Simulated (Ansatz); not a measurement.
Born–Oppenheimer molecular dynamics of H₅NSi (7 atoms, charge 0, multiplicity 1). It starts from a relaxed structure.

All numbers below come from RKS PBE/def2-mTZVP (Ansatz 0.2.0).

```
ensemble                      : NVE (velocity Verlet)
time step                     : 0.5 fs
steps asked                   : 250
starting velocities drawn for : 300 K
seed                          : 954909
```

First frame:

```xyz
7
Properties=species:S:1:pos:R:3
Si -0.026 0.045 -0.024
H -0.037 -0.009 1.482
H 1.407 0.056 -0.454
N -0.808 1.409 -0.777
H -1.822 1.488 -0.715
H -0.384 2.332 -0.685
H -0.711 -1.193 -0.511
```

Task: How far do the bonds stretch over the last three quarters of this one trajectory? (Pairs bonded in most of those frames.)

Result: 
| bond | mean (Å) | spread (Å) | shortest | longest |
| --- | --- | --- | --- | --- |
| Si1–H2 | 1.505 | 0.032 | 1.45 | 1.56 |
| Si1–H3 | 1.501 | 0.025 | 1.46 | 1.54 |
| Si1–N4 | 1.737 | 0.022 | 1.71 | 1.78 |
| Si1–H7 | 1.502 | 0.007 | 1.49 | 1.52 |
| N4–H5 | 1.017 | 0.004 | 1.01 | 1.03 |
| N4–H6 | 1.017 | 0.003 | 1.01 | 1.02 |

Mean temperature of the second half: 127 K. The conserved energy stayed within 0.059 meV per atom of its start (net change 0.015 meV per atom), so the integration is sound. Over the second half the temperature averaged 0.42 of the 300 K drawn at the start: a run that starts near a minimum puts about half its kinetic energy into the potential. A run of 0.12 ps of so small a system gives no equilibrium averages.

The run took 3.7 min on 1 thread of Arm Neoverse V2, with other jobs on the host, peak memory 0.095 GiB.
